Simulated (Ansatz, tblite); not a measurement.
# The cluster CuPd2: one state, many levels

Aim: run the doublet of the cluster CuPd2 at one geometry on many levels, and compare frontier levels, spin and run time.

Computed with Ansatz 0.2.0, Gaussian basis. Level: as each input shows.

Levels to be run: GFN1-xTB, GFN2-xTB, PBE-D4/def2-TZVP, r2SCAN-D4/def2-TZVP, HF/def2-TZVP, LC-ωPBE/def2-TZVP, r2SCANh-D4/def2-TZVP, CAM-B3LYP-D4/def2-TZVP, BHLYP-D4/def2-TZVP, PBE-D4/def2-SVP, PBE0-D4/def2-SVP, PBE0-D4/def2-TZVPD, PBE-D4/def2-TZVPD, r2SCAN-D4/def2-TZVPD, CCSD(T)/def2-TZVP, RPA/def2-TZVP.

8 further runs of the same task are left out: 2 that didn't finish, 6 set aside as unsound or not needed.

## Step 1: The structure

The doublet was relaxed beforehand with PBE-D4/def2-TZVP. At that level it is the lowest of the isomers that a small search found.

3 atoms, charge 0, spin multiplicity 2.

Bond lengths: Pd1–Pd2 2.519 Å, Pd1–Cu3 2.438 Å, Pd2–Cu3 2.438 Å. Angles: Pd2–Pd1–Cu3 58.9°, Pd1–Pd2–Cu3 58.9°, Pd1–Cu3–Pd2 62.2°.

Pd takes a core potential in the def2 sets. No spin-orbit coupling is included.

PBE0-D4/def2-TZVP was run before; its log isn't repeated, and its numbers join the tables.

## Step 2: GFN1-xTB

Tight binding, by tblite at 300 K electronic temperature and without a spin-polarisation term:

```python
tblite.interface.Calculator('GFN1-xTB', numbers, positions, charge=0, uhf=1).singlepoint()
```

Energy -363.6946 eV; 0.004 s.

## Step 3: GFN2-xTB

Tight binding, by tblite at 300 K electronic temperature and without a spin-polarisation term:

```python
tblite.interface.Calculator('GFN2-xTB', numbers, positions, charge=0, uhf=1).singlepoint()
```

Energy -351.1282 eV; 0.003 s.

## Step 4: PBE-D4/def2-TZVP

start.molden holds the orbitals of an earlier run on this state, given as this run's starting guess.

The input, in.yaml:

```yaml
crystal:
  periodic: [false, false, false]
  atoms:
    - {symbol: Pd, position_ang: [-1.094154, -0.803946, 0.476422]}
    - {symbol: Pd, position_ang: [-0.205464, 1.275341, -0.633834]}
    - {symbol: Cu, position_ang: [1.299617, -0.471395, 0.157412]}
basis:
  gaussian: {orbitals: def2-TZVP, initial_orbitals: start.molden}
magnetization: {spin_polarized: true, initial_magnetization: 1}
hamiltonian: {xc: pbe, dispersion: d4}
scf: {omitted_lower_state_checks: [starts]}
output: {orbitals: {seedname: orbitals}}
```

Run with:

```console
$ ansatz run in.yaml --threads 2 --pin off --events-out ev --progress --plain --max-ram 4352MiB
```

Further steps of the session: r2SCAN-D4/def2-TZVP; HF/def2-TZVP; LC-ωPBE/def2-TZVP; r2SCANh-D4/def2-TZVP; CAM-B3LYP-D4/def2-TZVP; BHLYP-D4/def2-TZVP; PBE-D4/def2-SVP; PBE0-D4/def2-SVP; PBE0-D4/def2-TZVPD; PBE-D4/def2-TZVPD; r2SCAN-D4/def2-TZVPD; CCSD(T)/def2-TZVP; RPA/def2-TZVP.

Before running them: what should the planned runs give, taken together? Wanted: gap in def2-TZVP, named functionals and Hartree-Fock, smallest and largest; correlation energy, CCSD(T)/def2-TZVP; binding an atom, functionals in def2-TZVP; ⟨S²⟩ in def2-TZVP, named functionals and Hartree-Fock, smallest and largest; PBE0 total energy, smallest basis above largest.

**Answer**, as computed:

```
                                                                   quantity                                   value
 gap in def2-TZVP, named functionals and Hartree-Fock, smallest and largest     0.24 eV (PBE-D4), 7.18 eV (LC-ωPBE)
                                      correlation energy, CCSD(T)/def2-TZVP                               -36.02 eV
                                  binding an atom, functionals in def2-TZVP  0.83 (BHLYP-D4) to 1.55 eV (r2SCAN-D4)
⟨S²⟩ in def2-TZVP, named functionals and Hartree-Fock, smallest and largest                            0.754, 0.799
                            PBE0 total energy, smallest basis above largest          8.39 eV (def2-SVP, def2-TZVPD)
```

In words: Over the named functionals and Hartree-Fock in def2-TZVP the gap runs from 0.24 eV (PBE-D4) to 7.18 eV (LC-ωPBE); exact exchange widens it. Over the named functionals and Hartree-Fock in def2-TZVP spin contamination reaches 0.05 (BHLYP-D4), which is small. Notes on CCSD(T)/def2-TZVP: large T1 diagnostic.
